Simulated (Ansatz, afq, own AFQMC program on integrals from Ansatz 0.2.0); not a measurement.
Two steps: Ansatz 0.2.0 writes the Fock matrix and Cholesky factors of the valence space, and afq projects on them the lowest state that overlaps trial and start.

```yaml
crystal:
  periodic: [false, false, false]
  atoms:
    - {symbol: Al, position_ang: [-0.005522, 0.079456, -0.118638]}
    - {symbol: H, position_ang: [-0.005522, -1.367366, -0.776987]}
    - {symbol: H, position_ang: [0.579498, -0.454852, 2.318827]}
    - {symbol: H, position_ang: [-0.426172, -0.304730, 1.633986]}
basis:
  gaussian: {orbitals: 6-31G}
magnetization: {spin_polarized: true, initial_magnetization: 2}
correlation: {method: ccsd_t, electrons: outside_noble_gas, hamiltonian_folder: ham}
```

```sh
$ ansatz run in.yaml --threads 1 --pin off --events-out ev --progress --plain --max-ram 16896MiB --backend cuda --devices 0, --max-vram 18GiB
```

Options of the walk:

```
--method phaseless --trial cisd --walkers 4000 --populations 20 --least-time 60 --time-step 0.005 --steps-per-block 50 --equilibration-blocks 40 --max-blocks 4000 --target-error 0.00029 --factor-cut 1e-05 --start spin_pure --seed 4524 --release-times 0.24,0.51,0.99,1.62,2.4 --release-step 0.03 --release-every 3 --taylor-order 6
```

Times are imaginary, in 1/Eh. The walk had a cap of 122 s. With eight or more populations the least sampling time is a fifth of least-time, and the error comes from their spread.

```
orbitals 14  electrons 4 2  factors 80 of 234
reference energy -243.46055253 Eh
CCSD correlation -0.05791303 Eh in 14 cycles, weight of the determinant in the CISD state 0.9022
energy of the start -243.518209 Eh
 block  time / (1/Eh)  mean weight  energy / Eh
     1     0.250  1.0000  -243.518096
     2     0.500  1.0000  -243.518167
     3     0.750  0.9999  -243.518311
     4     1.000  1.0000  -243.518469
     5     1.250  0.9999  -243.518599
     7     1.750  1.0000  -243.519017
     9     2.250  0.9999  -243.519261
    11     2.750  1.0001  -243.519415
    15     3.750  1.0000  -243.519785
    19     4.750  1.0000  -243.519971
    23     5.750  1.0000  -243.520056
    27     6.750  1.0000  -243.520055
    31     7.750  0.9999  -243.520379
    35     8.750  1.0000  -243.520215
    39     9.750  0.9999  -243.520167
    43    10.750  1.0000  -243.520325
    47    11.750  1.0001  -243.520078
    51    12.750  1.0000  -243.520139
    55    13.750  1.0001  -243.519977
    59    14.750  0.9999  -243.520230
    63    15.750  1.0000  -243.520245
    67    16.750  0.9999  -243.520166
    71    17.750  1.0001  -243.520172
    75    18.750  1.0001  -243.520203
    79    19.750  1.0001  -243.520317
    83    20.750  1.0000  -243.520272
    85    21.250  0.9999  -243.520443
    87    21.750  1.0001  -243.520168
    89    22.250  0.9999  -243.520327
error from the spread of 20 populations
released: time / (1/Eh)  energy / Eh  error  mean overlap
  0.24  -243.520238  0.000043  0.9987
  0.51  -243.520260  0.000035  0.9989
  0.99  -243.520350  0.000027  1.0004
  1.62  -243.520389  0.000029  0.9986
  2.40  -243.520457  0.000033  1.0005
energy -243.520179 +/- 0.000049 Eh
(rows thinned)
```

Q: Estimate how long the walk took on 1 × NVIDIA H100 80GB HBM3 with 2 threads of AMD EPYC 7R13 Processor (Zen 3) (shared host) (the card was shared).

A: 25 s of wall time.

The run passed its tests (sampling time, drift between the halves within three errors, error under three times the target), which doesn't prove that it has relaxed.

Against this walk (error 1.3 meV) on the same determinant: CCSD(T) 12.8 meV higher, CCSDT(Q) 14.0 meV lower, CCSDTQ 14.2 meV lower, full CI 14.2 meV lower. The error is statistical and leaves out the bias of the constraint. Released to 2.40 1/Eh the energy lies 7.6 ± 1.6 meV (both errors) below the phaseless value, which shows part or all of the bias of the constraint, and full CI lies 6.6 meV below the released value. Full CI is exact here, so the walk's 14 meV above it is the walk's own error: the bias of the constraint with this trial.

Cautions: constraint bias not in the error; lower spins were not checked; strong correlation (T1 0.051, weight of the determinant 0.90, largest double 0.05).

CCSDT and higher add their correlation energy to the determinant of the CCSD(T) run, since their own runs factorise the integrals more tightly (a shift of under 2 meV).
